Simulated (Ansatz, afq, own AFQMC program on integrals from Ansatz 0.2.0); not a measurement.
Two steps: Ansatz 0.2.0 writes the Fock matrix and Cholesky factors of the valence space, and afq projects on them the lowest state that overlaps trial and start.

```yaml
crystal:
  periodic: [false, false, false]
  atoms:
    - {symbol: Al, position_ang: [-1.090687, 0.000000, 0.000000]}
    - {symbol: H, position_ang: [-1.883611, 1.373384, 0.000000]}
    - {symbol: H, position_ang: [-1.883611, -1.373384, 0.000000]}
    - {symbol: H, position_ang: [0.632313, 0.000000, 0.000000]}
    - {symbol: F, position_ang: [1.715313, 0.000000, 0.000000]}
basis:
  gaussian: {orbitals: cc-pVTZ}
magnetization: {spin_polarized: true, initial_magnetization: 1}
correlation: {method: ccsd_t, electrons: outside_noble_gas, hamiltonian_folder: ham}
```

```sh
$ ansatz run in.yaml --threads 1 --pin off --events-out ev --progress --plain --max-ram 16896MiB --backend cuda --devices 0, --max-vram 18GiB
```

Options of the walk:

```
--method phaseless --trial cisd --walkers 900 --populations 20 --least-time 60 --time-step 0.005 --steps-per-block 50 --equilibration-blocks 28 --max-blocks 4000 --target-error 0.00021 --factor-cut 1e-05 --start spin_pure --seed 6658 --release-times 0.24,0.51,0.99,1.62,2.4 --release-step 0.03 --release-every 3 --taylor-order 6
```

Times are imaginary, in 1/Eh. The walk had a cap of 231 s. With eight or more populations the least sampling time is a fifth of least-time, and the error comes from their spread.

afq prints:

```
orbitals 100  electrons 7 6  factors 634 of 641
reference energy -343.05234538 Eh
CCSD correlation -0.37414207 Eh in 13 cycles, weight of the determinant in the CISD state 0.8898
energy of the start -343.425519 Eh
 block  time / (1/Eh)  mean weight  energy / Eh
     1     0.250  0.9985  -343.425443
     2     0.500  1.0005  -343.429089
     3     0.750  1.0007  -343.432651
     4     1.000  1.0000  -343.432680
     5     1.250  1.0003  -343.433452
     8     2.000  1.0012  -343.435469
    13     3.250  1.0004  -343.436575
    22     5.500  1.0007  -343.438204
    31     7.750  0.9990  -343.436903
    40    10.000  0.9995  -343.437824
    46    11.500  1.0003  -343.434229
    49    12.250  0.9998  -343.437575
    58    14.500  0.9992  -343.437445
    67    16.750  0.9980  -343.436800
    76    19.000  1.0014  -343.437516
    85    21.250  1.0008  -343.437725
    94    23.500  1.0003  -343.439352
   103    25.750  1.0010  -343.439803
   112    28.000  1.0000  -343.435573
   121    30.250  1.0001  -343.439808
   130    32.500  1.0002  -343.436742
   136    34.000  0.9977  -343.436295
error from the spread of 20 populations
released: time / (1/Eh)  energy / Eh  error  mean overlap
  0.24  -343.437278  0.000239  0.9928
  0.51  -343.436988  0.000241  0.9932
  0.99  -343.437549  0.000247  0.9766
  1.62  -343.437373  0.000314  0.9661
  2.40  -343.437212  0.000439  0.9423
energy -343.437109 +/- 0.000204 Eh
(rows thinned)
```

The run passed its tests (sampling time, drift between the halves within three errors, error under three times the target), which doesn't prove that it has relaxed. The second half of the sampling lies below the first by 1.5 errors of their difference, so the energy may still be moving and its error bar be too small.

Against this walk (error 5.6 meV) on the same determinant: CCSD(T) 19.8 meV higher. The error is statistical and leaves out the bias of the constraint. Released to 1.62 1/Eh the energy moves by -7 ± 10 meV (both errors), within twice the noise.

Cautions: constraint bias not in the error.

The walk took 3.2 min on 1 × NVIDIA H100 80GB HBM3 with 2 threads of AMD EPYC 7R13 Processor (Zen 3), on a shared host (the card was shared). The log's last line is the phaseless energy.

A walk keeps the symmetry of its determinant, which the program's search chose and which needn't be the lowest solution, so a lower state of the same spin and another symmetry isn't excluded.
